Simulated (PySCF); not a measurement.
## Simulated absorption spectrum

C₂H₆O₂S.
InChI=1S/C2H6O2S/c1-5(2,3)4/h1-2H3

Method used: PySCF 2.14.0, density-fitted response routines, TDDFT wB97X-D/def2-SVPD, vertical, gas phase, core orbitals frozen in the response. Geometry: GFN2-xTB; no solvent, vibrations or thermal averaging.

Computed states:

```json
{"state": "S1", "E (eV)": "7.93", "f": "0.0054"}
{"state": "S2", "E (eV)": "8.31", "f": "0.020"}
{"state": "S3", "E (eV)": "8.56", "f": "0.148"}
{"state": "S4", "E (eV)": "8.75", "f": "0.0000"}
{"state": "S5", "E (eV)": "8.90", "f": "0.0028"}
{"state": "S6", "E (eV)": "9.13", "f": "0.015"}
{"state": "S7", "E (eV)": "9.19", "f": "0.0001"}
{"state": "S8", "E (eV)": "9.23", "f": "0.155"}
```

Each state is given a Gaussian of 0.3 eV full width at half maximum, with ε(max) = 2.175×10⁸ f / Δν̃ (Δν̃ the width in cm⁻¹). The width is an assumption, not a result. The curve ends short of the highest state used, and states not computed would add to its high-energy end.

**Question.** What does the envelope look like, and where are its maxima?

**Answer.** 
λ (nm), ε (L mol⁻¹ cm⁻¹) and a bar:
```
    143.7      11549 #########################
    144.1      12611 ############################
    144.5      13312 #############################
    144.9      13597 ##############################
    145.3      13455 ##############################
    145.7      12919 #############################
    146.1      12057 ###########################
    146.5      10965 ########################
    146.9       9743 #####################
    147.3       8488 ###################
    147.7       7278 ################
    148.1       6168 ##############
    148.5       5188 ###########
    148.9       4348 ##########
    149.3       3640 ########
    149.7       3049 #######
    150.1       2555 ######
    150.5       2139 #####
    150.9       1788 ####
    151.3       1491 ###
    151.7       1241 ###
    152.1       1034 ##
    152.5        868 ##
    152.9        741 ##
    153.3        648 #
    153.7        585 #
    154.1        547 #
    154.5        527 #
    154.9        519 #
    155.3        517 #
    155.7        515 #
    156.1        510 #
    156.5        498 #
    156.9        478 #
    157.3        449 #
    157.7        414 #
    158.1        373 #
    158.5        328 #
    158.9        283 #
    159.3        238 #
    159.7        196 
    160.1        158 
    160.5        124 
    160.9         96 
    161.3         73 
    161.7         54 
    162.1         39 
    162.5         28 
    162.9         19 
    163.3         13 
    163.7          9 
    164.1          6 
    164.5          4 
    164.9          2 
    165.3          1 
    165.7          1
```

Maxima: 145 nm (8.55 eV), ε about 14000, made up of S3 (98%) (ε in L mol⁻¹ cm⁻¹; maxima over ε = 5, shares over 10%).

**Question.** What would ε be at 8.55 eV, the highest of these maxima, with half the width (0.15 eV)?

**Answer.** About 26400 L mol⁻¹ cm⁻¹ against 13600, a factor of about 1.9; a lone state at its own centre would give exactly 2.

**Question.** Coming from long wavelengths, where does ε first pass 100 L mol⁻¹ cm⁻¹?

**Answer.** At about 161 nm (7.71 eV), 0.23 eV below S1.

Time: 14 s. Hardware: an x86-64 server with one thread, on a shared host.
